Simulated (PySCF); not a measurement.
**Question.** What does the PBE0-D3(BJ)/def2-SVP structure of H3PO4 (`OP(=O)(O)O`) look like in three dimensions?

**Answer.** 
Z-matrix in Å and degrees, rows numbered from 1:
```
O 
P   1  1.4754
O   2  1.6041  1  116.20
O   2  1.6039  1  116.01  3   120.06
O   2  1.6037  1  116.49  3  -119.94
H   3  0.9658  2  110.61  1    34.93
H   4  0.9657  2  110.47  1    31.46
H   5  0.9656  2  110.73  1    35.32
```

O3 (hydroxyl oxygen) is bent (angle 110.6°). The 4 O–P bonds span 1.475 Å (O1=P2, drawn double) to 1.604 Å (P2–O3, drawn single), a spread of 0.129 Å. P2 (phosphoryl phosphorus) is distorted tetrahedral (angles from 101.8° to 116.5°).

Method: PBE0-D3(BJ)/def2-SVP geometry optimisation, gas phase in PySCF 2.14.0.

No frequency check. One conformer, not necessarily the lowest (O1–P2–O3–H 35°, O1–P2–O4–H 31°, O1–P2–O5–H 35°).

Cost: about 40 s of CPU time on one thread; the machine was shared, so the figure is rough. These figures are those of the optimisation.
